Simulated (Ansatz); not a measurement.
How the LO phonon frequency at X of cubic BN moves with the method

No measured value is used here.

```json
[
 {"level (code)": "LDA (Ansatz)", "value (cm⁻¹)": "1167", "cell (Å³/atom)": "5.74"},
 {"level (code)": "BLYP (Ansatz)", "value (cm⁻¹)": "1126", "cell (Å³/atom)": "6.06"},
 {"level (code)": "PBE (Ansatz)", "value (cm⁻¹)": "___", "cell (Å³/atom)": "5.95"},
 {"level (code)": "RPBE (Ansatz)", "value (cm⁻¹)": "1127", "cell (Å³/atom)": "6.05"},
 {"level (code)": "PBE-D3(BJ) (Ansatz)", "value (cm⁻¹)": "___", "cell (Å³/atom)": "5.86"},
 {"level (code)": "r²SCAN (Ansatz)", "value (cm⁻¹)": "1170", "cell (Å³/atom)": "5.88"},
 {"level (code)": "r²SCAN+rVV10 (Ansatz)", "value (cm⁻¹)": "1172", "cell (Å³/atom)": "5.86"},
 {"level (code)": "HSE06 (Ansatz)", "value (cm⁻¹)": "1185", "cell (Å³/atom)": "5.81"},
 {"level (code)": "PBE0 (Ansatz)", "value (cm⁻¹)": "1185", "cell (Å³/atom)": "5.82"}
]
```

Problem. Fill in the missing entries.

Solution. 
- PBE (Ansatz, a quantum-chemistry and plane-wave program), value (cm⁻¹): 1139
- PBE-D3(BJ) (Ansatz), value (cm⁻¹): 1153

PBE-D3(BJ): the dispersion coefficients are held fixed in the derivatives. Each level is taken at its own relaxed cell. Cutoffs and k meshes differ between the levels. Ansatz's density-functional and Hartree–Fock values are scalar-relativistic unless marked +SOC, with PAW data made under PBE.
